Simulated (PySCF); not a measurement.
Species: C₅H₁₁O (charge -1).
SMILES with atom numbers: `[CH3:1][CH2:2][CH2:3][C@@H:4]([CH3:5])[O-:6]` (hydrogens: H7, H8, H9 on C1; H10, H11 on C2; H12, H13 on C3; H14 on C4; H15, H16, H17 on C5)

Cartesian coordinates in Å at the GFN2-xTB level; atoms count from 1:
```
atom  x, y, z in Å
C1     2.124    0.106    0.538
C2     1.373    0.040   -0.785
C3    -0.035   -0.501   -0.561
C4    -0.936    0.490    0.289
C5    -2.382   -0.140    0.267
O6    -0.504    0.767    1.492
H7     3.013    0.735    0.473
H8     2.424   -0.891    0.862
H9     1.405    0.515    1.261
H10    1.296    1.048   -1.206
H11    1.916   -0.582   -1.517
H12    0.024   -1.454   -0.028
H13   -0.520   -0.677   -1.530
H14   -1.027    1.421   -0.391
H15   -3.068    0.528    0.785
H16   -2.367   -1.092    0.796
H17   -2.743   -0.302   -0.752
```

Computed geometry: GFN2-xTB, gas phase.

Take the most abundant isotopes and a rigid rotor. The values belong to one conformer with, in the numbering `[CH3:1][CH2:2][CH2:3][C@@H:4]([CH3:5])[O-:6]`, C1–C2–C3–C4 67°, C2–C3–C4–C5 173°.

What are A, B and C (cm⁻¹)?

Ia = 78.87, Ib = 221.95, Ic = 273.90 u·Å²; 505379 MHz·u·Å²/I gives 6408, 2277 and 1845 MHz, that is A = 0.21373, B = 0.07595, C = 0.06155 cm⁻¹.

What kind of rotor is it?

An asymmetric top. Ray's parameter κ = (2B − A − C)/(A − C) = -0.811; −1 is the prolate and +1 the oblate limit.

Is it planar, by Δ = Ic − Ia − Ib?

Not planar: Δ = Ic − Ia − Ib = -26.93 u·Å². For a rigid frame Δ = −2 Σ m c², so Σ m c² = 13.46 u·Å² lies off the ab plane: 9.37 from hydrogen and 4.10 from heavier atoms. The atom farthest from that plane is 1.47 Å away.

Give the other two planar moments, Paa and Pbb, and the rms extents of the mass along the axes.

Paa = Σ m a² = (Ib + Ic − Ia)/2 = 208.49 and Pbb = Σ m b² = (Ia + Ic − Ib)/2 = 65.41 u·Å². With the mass M = 87.08 u, the rms extents √(P/M) along a, b and c are 1.55, 0.87, 0.39 Å.

Where do the levels up to J = 4 lie, in K?

Above 0(0,0), as E/k:
J = 1: 1(0,1) 0.198, 1(1,1) 0.396, 1(1,0) 0.417
J = 2: 2(0,2) 0.592, 2(1,2) 0.771, 2(1,1) 0.833, 2(2,1) 1.428, 2(2,0) 1.429
J = 3: 3(0,3) 1.179, 3(1,3) 1.332, 3(1,2) 1.457, 3(2,2) 2.021, 3(2,1) 2.029, 3(3,1) 3.065, 3(3,0) 3.065
J = 4: 4(0,4) 1.956, 4(1,4) 2.079, 4(1,3) 2.286, 4(2,3) 2.811, 4(2,2) 2.834, 4(3,2) 3.859, 4(3,1) 3.860, 4(4,1) 5.317, 4(4,0) 5.317
Those of J = 1 are B + C, A + C and A + B.

Estimate the classical rotational partition function at 25 K, 50 K and 500 K.

Point group C1, symmetry number σ = 1; q = (√π/σ)·√((kT/h)³/(ABC)), k/h = 20836.6 MHz/K: 4060 at 25 K, 11500 at 50 K, 363000 at 500 K.

No frequency check. These are rigid-rotor constants of the computed structure; measured ground-state constants (B0) also hold zero-point vibration.
